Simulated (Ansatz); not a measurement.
A calculation on rock-salt NaF returned elastic constant C11 98.3 GPa, elastic constant C44 28.1 GPa, Voigt–Reuss–Hill shear modulus 31.7 GPa.

For reference: elastic constant C11 108 GPa (measured, 4 K, no zero-point or thermal correction; as tabulated in X. Wang et al., RSC Advances (2016)); elastic constant C44 29.0 GPa (measured, 4 K, no zero-point or thermal correction; as tabulated in X. Wang et al., RSC Advances (2016)).

Which level of theory produced these numbers?
A. r²SCANh (Ansatz, a quantum-chemistry and plane-wave program)
B. LC-ωPBE (Ansatz)
C. Hartree–Fock (Ansatz)
D. r²SCAN (Ansatz)

B, LC-ωPBE (Ansatz)

The others give: r²SCANh 120 GPa, 29.3 GPa, 36.0 GPa; r²SCAN 118 GPa, 28.8 GPa, 35.4 GPa; Hartree–Fock 105 GPa, 31.7 GPa, 35.0 GPa.

Unless a cell is named, each level is at its own relaxed cell (Hartree–Fock 12.33, LC-ωPBE 12.63, r²SCAN 12.12, r²SCANh 12.03 Å³/atom).

Ansatz's density-functional and Hartree–Fock values are scalar-relativistic unless marked +SOC, with PAW data made under PBE.
